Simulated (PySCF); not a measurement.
## HNO: calculation against experiment

**Experimental background.**

NIST CCCBDB Release 22 (SRD 101), experimental dipoles lists, for the gas: dipole moment (microwave Stark effect, vibrational ground state) 1.67 D.

The results are set against them at the end.

Species: HNO.
Atom-mapped SMILES: `[NH:1]=[O:2]` (hydrogens: H3 on N1)

Structure used (PBE0-D3(BJ)/def2-TZVP), in Å, numbered top down from 1:
```xyz
3
HNO angstrom
N     -0.3316    0.2470   -0.1408
O     -0.3095   -0.6981    0.5819
H      0.6491    0.4160   -0.5152
```

Runs made with PySCF (gas phase, on this PBE0-D3(BJ)/def2-TZVP geometry; no spin–orbit coupling):

```tsv
level	job	basis functions	wall time
PBE0-D3(BJ)/def2-TZVP, grid level 2	geometry optimisation from a GFN2-xTB start shaken at random	68	8.1 s
B97-2/pcSseg-2	shieldings	86	2.0 s
KT3/pcSseg-2	shieldings	86	2.8 s
PBE0/pcSseg-2	shieldings, charges and field gradients	86	3.8 s
wB97X-D/pcSseg-2	shieldings	86	2.4 s
CAM-B3LYP/aug-cc-pVTZ	10 singlets by full TDDFT, 4 Tamm–Dancoff triplets, polarisability	115	4.0 s
PBE0/aug-cc-pVTZ	10 singlets by full TDDFT, 4 Tamm–Dancoff triplets, polarisability, dynamic polarisability	115	4.2 s
wB97X-D/aug-cc-pVTZ	10 singlets by full TDDFT, 4 Tamm–Dancoff triplets, polarisability, ΔSCF ions	115	12 s
```

Hardware: an Arm Neoverse N1 with one thread (shared host).

## Comparison

**Dipole moment.** Measured: 1.67 D (NIST CCCBDB Release 22 (SRD 101), experimental dipoles).

| level | computed (D) | computed − measured (D) | % (from the printed values) |
| --- | --- | --- | --- |
| PBE0-D3(BJ)/def2-TZVP | 1.67 | 0.00 | 0 |
| B97-2/pcSseg-2 | 1.67 | 0.00 | 0 |
| KT3/pcSseg-2 | 1.53 | -0.14 | -8 |
| PBE0/pcSseg-2 | 1.70 | +0.03 | +2 |
| wB97X-D/pcSseg-2 | 1.73 | +0.06 | +4 |
| CAM-B3LYP/aug-cc-pVTZ | 1.71 | +0.04 | +2 |
| PBE0/aug-cc-pVTZ | 1.63 | -0.04 | -2 |
| wB97X-D/aug-cc-pVTZ | 1.67 | 0.00 | 0 |

The computed dipoles belong to one fixed geometry; measured ones are averaged over vibrations unless marked μe. Magnitudes are compared, not signs.

The geometry is computed, not the measured one. Where a level misses, the cause wasn't examined.
